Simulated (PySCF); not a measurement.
Species, as SMILES: OO (H2O2).
Geometry (B3LYP-D3(BJ)/def2-TZVP, fixed):
```
O
H 1 0.9680
O 1 1.4504 2 100.54
H 3 0.9680 1 100.54 2 115.91
```

Basis-set convergence of the mean static polarisability at HF with PySCF. All functions are spherical. Density fitting with generated auxiliary sets. No added dispersion term, no relativity. Reference: the value in d-aug-cc-pVTZ, 14.44 bohr³, itself unsure by roughly 0.3 % (its mean distance from aug-pcseg-3, aug-cc-pVQZ, aug-pcseg-2). Deviations are taken from unrounded values.

```
basis        functions  mean static polarisability (bohr³)
-----------  ---------  ----------------------------------
cc-pVDZ             38                                9.91
aug-cc-pVDZ         64                               13.97
def2-SVP            38                                9.80
def2-SVPD           62                               14.01
pcseg-1             38                               10.31
aug-pcseg-1         64                               14.33
6-311G**            48                               10.54
6-311+G**           56                               12.20
def2-TZVP           74                               11.89
def2-TZVPD          98                               14.34
cc-pVTZ             88                               11.95
aug-cc-pVTZ        138                               14.32
pcseg-2             88                               12.61
aug-pcseg-2        138                               14.37
def2-TZVPP          90                               12.45
def2-TZVPPD        114                               14.38
cc-pVQZ            170                               12.99
aug-cc-pVQZ        252                               14.40
def2-QZVPP         174                               13.30
def2-QZVPPD        198                               14.41
pcseg-3            186                               13.93
aug-pcseg-3        268                               14.42
```

What the diffuse functions change, pair by pair:
- cc-pVDZ to aug-cc-pVDZ: 26 more functions, deviation -31.4 to -3.3 %
- def2-SVP to def2-SVPD: 24 more functions, deviation -32.1 to -3.0 %
- pcseg-1 to aug-pcseg-1: 26 more functions, deviation -28.6 to -0.8 %
- 6-311G** to 6-311+G**: 8 more functions, deviation -27.0 to -15.6 %
- def2-TZVP to def2-TZVPD: 24 more functions, deviation -17.7 to -0.7 %
- cc-pVTZ to aug-cc-pVTZ: 50 more functions, deviation -17.2 to -0.9 %
- pcseg-2 to aug-pcseg-2: 50 more functions, deviation -12.7 to -0.5 %
- def2-TZVPP to def2-TZVPPD: 24 more functions, deviation -13.8 to -0.5 %
- cc-pVQZ to aug-cc-pVQZ: 82 more functions, deviation -10.1 to -0.3 %
- def2-QZVPP to def2-QZVPPD: 24 more functions, deviation -7.9 to -0.2 %
- pcseg-3 to aug-pcseg-3: 82 more functions, deviation -3.6 to -0.1 %

They bring the value nearer the reference by more than 0.3 % in 11 of 11 pairs.
